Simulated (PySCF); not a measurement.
## Converging NaS in the basis (PBE)

PySCF, UKS reference; doublet, unpaired electrons π ↑; De to Na + S without counterpoise correction.

```json
{"basis": "6-31G(d,p)", "relativity": "no relativity", "functions": "36", "Re (Å)": "2.509", "ωe (cm⁻¹)": "319", "De (eV)": "2.54", "μ (D)": "-7.74"}
{"basis": "aug-pcseg-1", "relativity": "no relativity", "functions": "41", "Re (Å)": "2.520", "ωe (cm⁻¹)": "314", "De (eV)": "2.61", "μ (D)": "-8.12"}
{"basis": "jorge-DZP-DKH", "relativity": "spin-free X2C", "functions": "48", "Re (Å)": "2.510", "ωe (cm⁻¹)": "321", "De (eV)": "2.58", "μ (D)": "-7.74"}
{"basis": "6-311G(d,p)", "relativity": "no relativity", "functions": "52", "Re (Å)": "2.516", "ωe (cm⁻¹)": "316", "De (eV)": "2.59", "μ (D)": "-8.26"}
{"basis": "def2-TZVPP", "relativity": "no relativity", "functions": "74", "Re (Å)": "2.496", "ωe (cm⁻¹)": "322", "De (eV)": "2.60", "μ (D)": "-7.76"}
```

Q: How does each smaller set differ from the one with most functions, def2-TZVPP?

A: 6-31G(d,p): +1.3 pm, -0.9 % in ωe, -0.06 eV in De; aug-pcseg-1: +2.4 pm, -2.5 % in ωe, +0.01 eV in De; jorge-DZP-DKH: +1.4 pm, -0.3 % in ωe, -0.02 eV in De; 6-311G(d,p): +2.0 pm, -1.9 % in ωe, -0.01 eV in De. All at PBE; the set with most functions is neither the basis-set limit nor always the best. The rows treat relativity differently, so the differences are not basis effects alone.

A positive dipole means Na(−)S(+). The state was picked by a PBE0 search and need not be the measured ground state.
